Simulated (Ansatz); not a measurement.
# CH5F: the cost of one run

The runs use Ansatz 0.2.0, Gaussian basis; PBE0-D4/cc-pVDZ.

116 further runs of the same task are left out: 116 set aside as unsound or not needed.

### 1 The starting structure

The start, a pair relaxed at PBE0-D4: 7 atoms, charge 0, spin multiplicity 1.

Atoms are counted from 1 here; the program's logs count them from 0.

Bond lengths: F1–H2 0.924 Å, C3–H4 1.089 Å, C3–H5 1.092 Å, C3–H6 1.092 Å, C3–H7 1.089 Å. Angles: H4–C3–H5 108.6°, H4–C3–H6 108.6°, H4–C3–H7 110.1°, H5–C3–H6 112.1°, H5–C3–H7 108.7°, H6–C3–H7 108.7°.

As a file:

```xyz
7
CH5F
F    -0.0063    0.1340   -2.4561
H    -0.0008    0.0860   -1.5335
C     0.0013   -0.0438    0.7924
H     0.7529    0.3770    1.4582
H     0.4833   -0.7759    0.1404
H    -0.4590    0.7699    0.2273
H    -0.7711   -0.5472    1.3714
```

### 2 The run

Contents of md/in.yaml:

```yaml
crystal:
  periodic: [false, false, false]
  atoms:
    - {symbol: F, position_ang: [-0.006324, 0.134019, -2.456089]}
    - {symbol: H, position_ang: [-0.000849, 0.085977, -1.533452]}
    - {symbol: C, position_ang: [0.001282, -0.043817, 0.792357]}
    - {symbol: H, position_ang: [0.752910, 0.376959, 1.458179]}
    - {symbol: H, position_ang: [0.483265, -0.775947, 0.140384]}
    - {symbol: H, position_ang: [-0.459040, 0.769897, 0.227260]}
    - {symbol: H, position_ang: [-0.771144, -0.547188, 1.371362]}
basis:
  gaussian: {orbitals: cc-pVDZ}
hamiltonian: {xc: pbe0, dispersion: d4}
md: {n_steps: 40, timestep: 0.5, temperature: 1000, ensemble: nve, seed: 65, initial_velocities: maxwell_boltzmann}
```

Started as:

```console
> ansatz run in.yaml --threads 2 --pin off --events-out ev --progress --plain --max-ram 5222MiB
```

**Question.** How long does this run take on 2 threads of Arm Neoverse V1, shared host?

About 21 s.
